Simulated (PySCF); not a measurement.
**State search for PO**

Unrestricted PBE0; P aug-pcseg-1, O aug-pcseg-1; no relativity (PySCF 2.14). Outer shells of the fragments: P 3s2 3p3; O 2s2 2p4.

Followed along the bond (rough minima from three points):

```json
{"2Ms+1": "2", "unpaired": "π ↑", "⟨S²⟩ at the start": "0.76", "R at minimum (Å)": "1.50", "Te (eV)": "0.00"}
{"2Ms+1": "4", "unpaired": "π ↑↑↑", "⟨S²⟩ at the start": "3.76", "R at minimum (Å)": "none in the scan", "Te (eV)": "≤ 3.03"}
```

Solutions found at the starting distance of 1.665 Å, counted from the lowest of them; the search is not exhaustive and high or unbound solutions are not listed, so other states can lie among these:

```
2Ms+1     unpaired   term  E (eV)  ⟨S²⟩  ⟨Lz²⟩  μ (D)
    2          π ↑     ²Π    0.00  0.76   1.01  -2.65
    4        π ↑↑↑     ⁴Π    2.49  3.76   1.00  -0.48
    2        π ↑↑↓  mixed    2.92  1.76   3.03  -0.49
    4    σ ↑, π ↑↑    ⁴Σ⁻    3.28  3.76   0.00  -2.01
    2          σ ↑    ²Σ⁺    3.97  0.81   0.00  -1.49
    2    σ ↑, π ↑↓  mixed    4.01  1.77   2.02  -1.64
    2    σ ↓, π ↑↑  mixed    4.02  1.77   0.00  -1.54
    2          π ↑  mixed    4.44  0.75   3.01  -0.40
    4    σ ↑, π ↑↑  mixed    6.37  3.76   2.01  -0.04
    4    σ ↑, π ↑↑  mixed    6.88  3.76   2.01  -0.20
    2    σ ↓, π ↑↑  mixed    6.91  1.77   2.02  -0.10
    4    σ ↑↑, π ↑     ⁴Π    7.13  3.76   1.01  -0.96
    6  σ ↑↑, π ↑↑↑     ⁶Π    9.24  8.76   1.01   0.33
```

A term symbol is given only where ⟨S²⟩ and ⟨Lz²⟩ are close to those of a pure state; real π, δ and φ orbitals otherwise mix terms. A positive dipole means P(−)O(+).

Counting both spins, an empty level lies below a filled one in some of these solutions, because spin and occupation are held.
